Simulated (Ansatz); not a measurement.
**One shape, several levels: [PH2]− (phosphanide)**

Aim: a comparison of 6 runs (UHF/6-31G*, CAM-B3LYP/3-21G, HSE06/6-31G*, PBE0/6-31G*, UPBE0/6-31G*, CCSD/6-31G*) of [PH2]− (phosphanide). 

The results are computed with Ansatz 0.2.0.

2 further runs of the same task are left out: 2 that didn't finish.

### 1 The system as given

[PH2]−: 3 atoms, total charge -1, spin state singlet. As SMILES, `[PH2-]`. The H2–P1 distance was set to 3.363 Å, away from the relaxed value. At this shape a bond of the SMILES string is far longer than usual.

Bond lengths: P1–H3 1.345 Å.

### 2 The energy at UHF/6-31G(d) (spherical functions) (run 1)

File input.yaml:

```yaml
crystal:
  periodic: [false, false, false]
  atoms:
    - {symbol: P, position_ang: [1.088916, -2.219282, 0.364930]}
    - {symbol: H, position_ang: [0.105590, 0.990220, 0.165130]}
    - {symbol: H, position_ang: [-0.014504, -2.622352, -0.290300]}
basis:
  gaussian:
    orbitals: 6-31G_st_-spherical.json
total_charge: -1
magnetization:
  spin_polarized: true
hamiltonian:
  xc: hf
accuracy: high
```

The basis set 6-31G* is read from a file made from the Basis Set Exchange's data (not shown).

Command:

```sh
$ ansatz run input.yaml --threads 1 --pin off --max-ram 2610MiB --events-out events.jsonl --progress --plain --runs-dir runs
```

The program printed:

```text
Warning: RAYON_NUM_THREADS=1 ignored (pool sized by the plan → 1); use --threads N
Functional definition: HF
  name "HF"
  exchange = exact_x
  correlation = 0
370 factors; integrals over basis functions are off by at most 6.0e-9 eV
mean field evaluation 1: about -9295.6441 eV, gradient 1.2e1 eV
mean field evaluation 2: about -9295.6586 eV, gradient 1.2e1 eV
mean field evaluation 4: about -9297.3739 eV, gradient 1.2e0 eV
mean field evaluation 8: about -9297.3956 eV, gradient 2.9e-3 eV
mean field evaluation 16: about -9297.7018 eV, gradient 2.0e0 eV
mean field evaluation 32: about -9298.2792 eV, gradient 2.5e0 eV
mean field evaluation 64: about -9299.1190 eV, gradient 4.4e-2 eV
mean field evaluation 96: about -9298.8396 eV, gradient 4.1e0 eV
mean field evaluation 128: about -9298.7205 eV, gradient 2.8e0 eV
mean field evaluation 160: about -9297.3956 eV, gradient 4.0e-6 eV
mean field -9299.13466258 eV, -341.7368956699 hartree, gradient 3.9e-8 eV, S^2 0.965106; 7 other end points of the search recorded, 0 dependent functions left out
reference -9299.13466258 eV, -341.7368956699 hartree; 9, 9 occupied and 13, 13 virtual orbitals, 370 factors
Total energy: -9299.13466258 eV, -341.7368956699 hartree
```

Run time: 0.36 s. Hardware: 1 thread of Arm Neoverse V1, shared host.

### 3 The energy at CAM-B3LYP/3-21G (run 2)

File input.yaml:

```yaml
crystal:
  periodic: [false, false, false]
  atoms:
    - symbol: P
      position_ang: [1.088916, -2.219282, 0.364930]
    - symbol: H
      position_ang: [0.105590, 0.990220, 0.165130]
    - symbol: H
      position_ang: [-0.014504, -2.622352, -0.290300]
basis:
  gaussian:
    orbitals: 3-21G.json
total_charge: -1
hamiltonian:
  xc: {name: CAM-B3LYP}
accuracy: high
```

The basis set 3-21G is read from a file made from the Basis Set Exchange's data (not shown).

Command:

```sh
$ ansatz run input.yaml --threads 1 --pin off --max-ram 2610MiB --events-out events.jsonl --progress --plain --runs-dir runs
```

The program printed:

```text
Warning: RAYON_NUM_THREADS=1 ignored (pool sized by the plan → 1); use --threads N
Functional definition: CAM-B3LYP
  name "CAM-B3LYP"
  parameter alpha = 0.19
  parameter beta = 0.46
  parameter omega = 0.33/bohr
  parameter ac = 0.81
  exchange = (1 - alpha - beta)*b88_x + beta*b88_x_sr(omega) + alpha*exact_x + beta*exact_x_lr(omega)
  correlation = (1 - ac)*vwn5_c + ac*lyp_c
311 factors; integrals over basis functions are off by at most 3.5e-9 eV
139 factors; integrals over basis functions are off by at most 9.2e-10 eV
mean field evaluation 1: about -9266.0570 eV, gradient 1.8e1 eV
mean field evaluation 2: about -9255.3613 eV, gradient 3.7e1 eV
mean field evaluation 4: about -9268.7196 eV, gradient 1.7e0 eV
mean field evaluation 8: about -9268.7356 eV, gradient 7.8e-2 eV
mean field evaluation 16: about -9268.7356 eV, gradient 6.0e-7 eV
mean field -9268.73560566 eV, -340.6197509334 hartree, gradient 3.1e-8 eV, S^2 0.000000; 1 other end points of the search recorded, 0 dependent functions left out
reference -9268.73561975 eV, -340.6197514511 hartree; 9, 9 occupied and 8, 8 virtual orbitals, 311 factors
Total energy: -9268.73561975 eV, -340.6197514511 hartree
```

Wall time 0.68 s (1 thread of Arm Neoverse V1, shared host).

Runs 3 to 5 aren't shown in full; the table further down has their settings and results.

### 4 A single-point energy at CCSD/6-31G(d) (spherical functions) (run 6)

File input.yaml:

```yaml
crystal:
  periodic: [false, false, false]
  atoms:
    - {symbol: P, position_ang: [1.088916, -2.219282, 0.364930]}
    - {symbol: H, position_ang: [0.105590, 0.990220, 0.165130]}
    - {symbol: H, position_ang: [-0.014504, -2.622352, -0.290300]}
basis:
  gaussian:
    orbitals: 6-31G_st_-spherical.json
total_charge: -1
magnetization:
  spin_polarized: false
  initial_magnetization: 0
correlation:
  method: ccsd
  frozen_orbitals: {H: 0, P: 5}
accuracy: high
scf:
  omitted_lower_state_checks: [cluster_reference, increment]
```

The basis set 6-31G* is read from a file made from the Basis Set Exchange's data (not shown).

Command:

```sh
$ ansatz run input.yaml --threads 1 --pin off --max-ram 2610MiB --events-out events.jsonl --progress --plain --runs-dir runs
```

The program printed:

```text
Warning: RAYON_NUM_THREADS=1 ignored (pool sized by the plan → 1); use --threads N
[... 12 lines left out ...]
5 core orbitals not correlated: weight in the atoms' cores, before any rotation towards them, 1.000 or more for the frozen orbitals, at most 0.000 for the correlated occupied ones
[... 29 lines left out ...]
WARN: these amplitudes may be one of several solutions (largest doubles amplitude 0.58, level shift 1.11 eV)
Total energy: -9301.81339542 eV, -341.8353372861 hartree
Checks for a lower state left out: cluster_reference, increment
```

Run time: 0.26 s. Hardware: 1 thread of Arm Neoverse V1, shared host.

### 5 The series

| run | level | frozen core orbitals | energy (Eh) | wall time |
| --- | --- | --- | --- | --- |
| 1 | UHF/6-31G* (spherical functions) | – | -341.736896 | 0.36 s |
| 2 | CAM-B3LYP/3-21G | – | -340.619751 | 0.68 s |
| 3 | HSE06/6-31G* (spherical functions) | – | -342.218178 | 0.87 s |
| 4 | PBE0/6-31G* (spherical functions) | – | -342.224607 | 0.72 s |
| 5 | UPBE0/6-31G* (spherical functions) | – | -342.247207 | 7.2 s |
| 6 | CCSD/6-31G* (spherical functions) | 5 | -341.835337 | 0.26 s |

### 6 What came out

```
                                          quantity          value
                               run 6: total energy  -341.83534 Eh
run 6: correlation energy (5 core orbitals frozen)     -162.4 mEh
                              run 6: T1 diagnostic          0.126
```

Totals of different functionals can't be ranked against each other. In run 6 the T1 diagnostic is large, so a single reference may not serve. In run 6 the log says that unrestricted orbitals would lower the reference, so the values rest on an unstable closed-shell determinant (other closed-shell runs at this shape may share the fault). Spin contamination of the reference: run 1 ⟨S²⟩ = 0.97, run 5 ⟨S²⟩ = 0.95. Where it is this large, the reference is a mixture of spin states, and values that rest on it are in doubt. All runs together took 10 s, the longest 7.2 s.
